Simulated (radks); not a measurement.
# N²⁺ in [He] 2s2 2p1: an all-electron calculation

Aim: the levels, the sizes of the orbitals and the parts of the energy of the nitrogen ion N2+.

The numbers are computed with radks (a radial shooting solver on a logarithmic mesh, Libxc functionals) version 1 (Dirac Kohn-Sham, PBE, spin-unpolarised, spherical densities, point nucleus; open shells are shared between the two j in proportion to 2j + 1), except any that are marked as measured or tabulated.

### Step 1. Starting point

```
element       : nitrogen (Z = 7)
charge        : +2
electrons     : 5
configuration : [He] 2s2 2p1
```

Outer shells as boxes (Hund's rule):

N²⁺
```
[He] core
2s [↑↓]
2p [↑ ][  ][  ]
```

### Step 2. The calculation

Input:

```text
Z 7
configuration [He] 2s2 2p1 3s0 3p0 3d0
relativity Dirac
functional pbe,pbe
spin unpolarised
j_filling average
nucleus point
c 137.035999084
```

Started as:

```sh
$ python run_ks.py task.json out
```

All runs below come from this command, one after another.

What does the calculation give?

The runs gave:

| quantity | value |
| --- | --- |
| total energy | -52.89323 hartree |
| exchange-correlation share of it | 10.80 % |
| −T/E | 0.9990 |
| highest occupied level | 2p3/2, -37.501 eV |
| most extended occupied level | 2s1/2, <r> = 1.17 bohr |
| radius at density 0.001 e/bohr³ | 2.69 bohr |
| maxima of the radial density | 2 |
| ionisation energy, NIST | 47.445 (semi-emp.) eV |

What this shows: The radial density shows 2 maxima for 2 occupied principal shells. The top level binds by 37.501 eV, 79 % of the NIST ionisation energy of 47.445 eV; the potential of a semilocal functional falls off too fast, so its top eigenvalue is too shallow. Spin polarisation and multiplet splitting are left out.
